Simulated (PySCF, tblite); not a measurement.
# SiH₄O, a small molecule taken as a stand-in for a surface group (silyl): NMR shifts, core binding energies and electronic excitations

Wanted: the NMR shifts, core binding energies and electronic excitations for `O[SiH3]`.

Programs: tblite 0.8.0 and PySCF 2.14.0. All values are calculated, for the isolated system unless a continuum is named. Atoms count from 0, parts from 1.

### 1 The system as given

6 atoms, charge 0, multiplicity 1; geometry: distance geometry start.

### 2 Geometry optimisation with GFN2-xTB

What the job is given:

```
{"job": {"kind": "relax", "xc": "GFN2-xTB", "basis": "xTB"}, "charge": 0, "multiplicity": 1}
Si     0.049319     0.036055     1.671447
O      1.078067     0.985117     0.604574
H      0.815354    -0.968245     2.287929
H     -1.005148    -0.537122     0.937293
H     -0.469714     0.855572     2.683571
H      0.768436     1.499901    -0.139648
```

Level: GFN2-xTB geometry optimisation, gas phase.

Run with:

```sh
$ OMP_NUM_THREADS=1 python cluster_run.py task.json out
```

This one command runs all jobs of the session in turn.

**Question.** The jobs that follow are: PBE0-D3(BJ)/def2-SVP geometry optimisation, gas phase; GIAO PBE0/pcSseg-2 NMR shielding, non-relativistic, gas phase; delta-SCF UKS SCAN, pcX-2 on the ionised atom, pcseg-1 elsewhere, spin-free X2C; TDDFT CAM-B3LYP/def2-SVPD, vertical, gas phase, core orbitals frozen in the response. Predict: point group; rotational constants (main isotopes); ¹H shifts against TMS (PBE0/pcSseg-2, means over atoms taken as alike); ²⁹Si shifts against TMS (PBE0/pcSseg-2); ¹⁷O shifts against H2O (PBE0/pcSseg-2); surface potential, 1st and 99th percentile; Si2p binding energies, SCAN/pcX-2; O1s binding energies, SCAN/pcX-2; lowest singlet (CAM-B3LYP/def2-SVPD); brightest single state of those computed; lowest triplet; vertical ionisation energy (ΔSCF).

**Answer**, as computed:

| quantity | value |
| --- | --- |
| point group | Cs |
| rotational constants (main isotopes) | 76.29, 13.59, 13.33 GHz |
| ¹H shifts against TMS (PBE0/pcSseg-2, means over atoms taken as alike) | 5.11, 4.92, 0.19 ppm |
| ²⁹Si shifts against TMS (PBE0/pcSseg-2) | -34.7 ppm |
| ¹⁷O shifts against H2O (PBE0/pcSseg-2) | 4.8 ppm |
| surface potential, 1st and 99th percentile | -1.34 V and 2.50 V |
| Si2p binding energies, SCAN/pcX-2 | Si0 107.90 eV |
| O1s binding energies, SCAN/pcX-2 | O1 538.84 eV |
| lowest singlet (CAM-B3LYP/def2-SVPD) | 7.13 eV (174 nm), f = 0.003 |
| brightest single state of those computed | state 5, 8.98 eV, f = 0.095 |
| lowest triplet | 6.75 eV |
| vertical ionisation energy (ΔSCF) | 11.45 eV |

What this shows: Relaxing lowered the energy by 0.175 eV in 3 steps; the close pair that moved most is Si0–H2, from 1.407 to 1.488 Å (PBE0/def2-SVP). At PBE0/pcSseg-2: Shielding is most anisotropic at Si0 (span 132 ppm, paramagnetic term -500 ppm). The first singlet state (HOMO→LUMO 0.94) lies at 7.13 eV and is weak; of the 6 states computed, the strongest absorption comes from state 5 at 8.98 eV (the last state computed is bright too, and its partners may lie past the list). The lowest triplet lies 0.38 eV below the lowest singlet (triplets in Tamm-Dancoff, singlets in full TDDFT). ΔSCF puts the ionisation energy at 11.45 eV, 1.24 eV above −ε(HOMO).
